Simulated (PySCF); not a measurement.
Running PySCF for LiF

Input:

```python
from pyscf import gto, dft

mol = gto.M(
    atom='Li 0 0 0; F 0 0 1.855',
    basis='cc-pcvdz',
    charge=0,
    spin=0,
    verbose=4,
)
mf = dft.RKS(mol, xc='bhandhlyp')
mf = mf.density_fit(auxbasis='def2-universal-jkfit')
mf.kernel()
mf.analyze()
print('orbital energies (hartree):', mf.mo_energy[..., max(0, mol.nelec[1]-3):mol.nelec[0]+3].round(4))
```

```bash
$ python input.py
```

Output (some set-up lines removed):

```
PySCF version 2.14.0

[INPUT] verbose = 4
[INPUT] num. atoms = 2
[INPUT] num. electrons = 12
[INPUT] charge = 0
[INPUT] spin (= nelec alpha-beta = 2S) = 0
[INPUT] symmetry False subgroup None
[INPUT] Mole.unit = angstrom
[INPUT] Symbol           X                Y                Z      unit          X                Y                Z       unit  Magmom
[INPUT]  1 Li     0.000000000000   0.000000000000   0.000000000000 AA    0.000000000000   0.000000000000   0.000000000000 Bohr   0.0
[INPUT]  2 F      0.000000000000   0.000000000000   1.855000000000 AA    0.000000000000   0.000000000000   3.505441961068 Bohr   0.0

nuclear repulsion = 7.70230980853908
number of shells = 14
number of NR pGTOs = 60
number of NR cGTOs = 36
basis = cc-pcvdz
ecp = {}

******** <class 'pyscf.df.df_jk.DFRKS'> ********
method = DFRKS
initial guess = minao
damping factor = 0
level_shift factor = 0
DIIS = <class 'pyscf.scf.diis.CDIIS'>
diis_start_cycle = 1
diis_space = 8
diis_damp = 0
SCF conv_tol = 1e-09
SCF conv_tol_grad = None
SCF max_cycles = 50
direct_scf = False
XC library pyscf.dft.libxc version 7.0.0
    S. Lehtola, C. Steigemann, M. J.T. Oliveira, and M. A.L. Marques.,  SoftwareX 7, 1–5 (2018)
XC functionals = bhandhlyp
    A. D. Becke.,  J. Chem. Phys. 98, 1372 (1993)
    Defined through Gaussian implementation.
radial grids:
    Treutler-Ahlrichs [JCP 102, 346 (1995); DOI:10.1063/1.469408] (M4) radial grids

becke partition: Becke, JCP 88, 2547 (1988); DOI:10.1063/1.454033
pruning grids: <function nwchem_prune>
grids dens level: 3
symmetrized grids: False
atomic radii adjust function: <function treutler_atomic_radii_adjust>
small_rho_cutoff = 0
Set gradient conv threshold to 3.16228e-05
Initial guess from minao.
tot grids = 27984
******** <class 'pyscf.df.df.DF'> ********
auxbasis = def2-universal-jkfit
init E= -107.069367642204
  HOMO = -0.572927586320826  LUMO = -0.0832406789586244  gap/eV = 13.32506
cycle= 1 E= -107.265947007177  delta_E= -0.197  |g|= 0.739  |ddm|= 0.697
  HOMO = -0.112021555463058  LUMO = -0.0438242262090469  gap/eV = 1.85574
cycle= 2 E= -107.056582004805  delta_E= 0.209  |g|= 1.34  |ddm|= 1.31
  HOMO = -0.325103838394252  LUMO = -0.0418445005298835  gap/eV = 7.70788
cycle= 3 E= -107.367574612687  delta_E= -0.311  |g|= 0.0262  |ddm|= 0.821
  HOMO = -0.313084557863854  LUMO = -0.0419948270259383  gap/eV = 7.37673
cycle= 4 E= -107.367813362288  delta_E= -0.000239  |g|= 0.00845  |ddm|= 0.0458
  HOMO = -0.315627809374686  LUMO = -0.0416377315235934  gap/eV = 7.45565
cycle= 5 E= -107.367826399454  delta_E= -1.3e-05  |g|= 0.00049  |ddm|= 0.00558
  HOMO = -0.31576706554148  LUMO = -0.0416157316464805  gap/eV = 7.46004
cycle= 6 E= -107.367826535771  delta_E= -1.36e-07  |g|= 0.000104  |ddm|= 0.000985
  HOMO = -0.315735284558519  LUMO = -0.0416142065072904  gap/eV = 7.45921
cycle= 7 E= -107.367826539413  delta_E= -3.64e-09  |g|= 2.3e-05  |ddm|= 0.000141
  HOMO = -0.315726371167301  LUMO = -0.041614497494642  gap/eV = 7.45896
cycle= 8 E= -107.367826539636  delta_E= -2.23e-10  |g|= 1.13e-06  |ddm|= 4.43e-05
  HOMO = -0.315726092141014  LUMO = -0.0416146531075938  gap/eV = 7.45895
Extra cycle  E= -107.367826539637  delta_E= -1.07e-12  |g|= 6.41e-07  |ddm|= 2.43e-06
converged SCF energy = -107.367826539637
**** SCF Summaries ****
Total Energy =                        -107.367826539637022
Nuclear Repulsion Energy =               7.702309808539084
One-electron Energy =                 -166.739001858552228
Two-electron Energy =                   51.668865510376129
Two-electron Coulomb Energy =           64.062971259042854
DFT Exchange-Correlation Energy =      -12.394105748666727
HOMO-LUMO gap [eV] =                     7.458952180036095
**** MO energy ****
MO #1   energy= -25.1143093743162  occ= 2
MO #2   energy= -2.20898957016698  occ= 2
MO #3   energy= -1.10642711927856  occ= 2
MO #4   energy= -0.332234920859608 occ= 2
MO #5   energy= -0.315726092141044 occ= 2
MO #6   energy= -0.315726092141014 occ= 2
MO #7   energy= -0.0416146531075938 occ= 0
MO #8   energy= 0.0216231022521321 occ= 0
MO #9   energy= 0.0216231022521356 occ= 0
[27 lines left out]
 ** Mulliken pop on meta-lowdin orthogonal AOs  **
 ** Mulliken pop  **
pop of  0 Li 1s           1.99935
pop of  0 Li 2s           0.07733
pop of  0 Li 3s           0.00525
pop of  0 Li 4s           0.00475
pop of  0 Li 2px          0.03411
pop of  0 Li 2py          0.03411
pop of  0 Li 2pz          0.00547
pop of  0 Li 3px          0.00207
pop of  0 Li 3py          0.00207
pop of  0 Li 3pz          0.01127
pop of  0 Li 4px          0.00092
pop of  0 Li 4py          0.00092
[24 lines left out]
 ** Mulliken atomic charges  **
charge of    0Li =      0.79774
charge of    1F =     -0.79774
Dipole moment(X, Y, Z, Debye):  0.00000, -0.00000, -7.22723
orbital energies (hartree): [-0.3322 -0.3157 -0.3157 -0.0416  0.0216  0.0216]
```

In short: E(SCF) = -107.367827 Eh, 8 cycles, μz(SCF) = -7.23 D.

Wall time 0.99 s on one thread of a shared host.

Stability towards an unrestricted solution was not tested. The bond length is a typed value, not an optimised one.
